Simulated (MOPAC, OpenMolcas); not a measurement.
**Si2NH6 (SMILES N[SiH][SiH3]): methods side by side**

The species is Si2NH6 (9 atoms), meant as a doublet with charge 0. SMILES: `N[SiH][SiH3]`. Geometry: relaxed at PBE0-D4/def2-TZVP. This is one conformer, not always the lowest.

```xyz
9

N    -0.8001    0.8403   -1.4013
Si   -0.4126    0.9021    0.2789
Si    0.6278   -1.0770    0.9625
H    -1.3567    0.0899   -1.7777
H    -0.9209    1.6893   -1.9300
H     0.4616    2.1021    0.4482
H     1.9385   -1.3539    0.3072
H    -0.2824   -2.2170    0.6598
H     0.8333   -1.0219    2.4353
```

Quantity: the dipole moment, in D. The values are calculated.

```
             level            kind     program  value (D)   CPU time
               PM3  semi-empirical       MOPAC       2.07  under 2 s
     UHF/6-311+G**    Hartree–Fock  OpenMolcas       1.42       17 s
  USVWN5/6-311+G**             LDA  OpenMolcas       1.77       33 s
U-revPBE/6-311+G**             GGA  OpenMolcas       1.74       53 s
    UPBE/6-311+G**             GGA  OpenMolcas       1.74       54 s
  UM06-L/6-311+G**        meta-GGA  OpenMolcas       1.63       64 s
   UPBE0/6-311+G**   global hybrid  OpenMolcas       1.62       55 s
```

The values span 1.42 to 2.07 D. Magnitudes only. Times are those of the runs behind each value, whatever else they computed, on shared processors of several kinds: orders of magnitude only.
